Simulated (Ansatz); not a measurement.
Program: Ansatz 0.2.0.

C₃H₆OS (`SCC1CO1`) at its PBE0-D4/def2-TZVP geometry, where that method's forces vanish. Charge 0, multiplicity 1.

```csv
atom,x (Å),y (Å),z (Å)
S1,0.954,-1.635,0.905
C2,0.820,-0.634,-0.592
C3,-0.200,0.471,-0.546
C4,-0.657,1.117,0.677
O5,-1.468,0.162,-0.001
H6,-0.346,-1.967,0.960
H7,0.611,-1.282,-1.446
H8,1.812,-0.203,-0.750
H9,-0.249,1.049,-1.470
H10,-1.018,2.141,0.633
H11,-0.258,0.783,1.630
```

Problem. For each bond, give half the difference of the two atoms' forces along it (eV/Å; positive pushes the atoms apart) under PBE-D4, r2SCAN-D4, B3LYP-D4, ωB97M-V in def2-TZVPP. (An estimate is asked.)

Solution. The calculation gave: 
```tsv
bond	length (Å)	PBE-D4	r2SCAN-D4	B3LYP-D4	ωB97M-V
S1–C2	1.806	0.19	0.16	0.29	0.09
S1–H6	1.343	0.27	0.02	-0.03	-0.11
C2–C3	1.504	-0.14	-0.02	0.03	0.09
C2–H7	1.093	0.10	-0.05	-0.12	-0.12
C2–H8	1.093	0.11	-0.04	-0.13	-0.10
C3–C4	1.456	0.39	0.24	0.31	0.26
C3–O5	1.415	0.65	0.41	0.41	0.25
C3–H9	1.091	0.01	-0.10	-0.20	-0.21
C4–O5	1.424	0.66	0.46	0.46	0.31
C4–H10	1.087	-0.01	-0.11	-0.16	-0.14
C4–H11	1.086	0.00	-0.11	-0.16	-0.16
```

B3LYP here is the variant with VWN-RPA as its local correlation; programs differ in this.
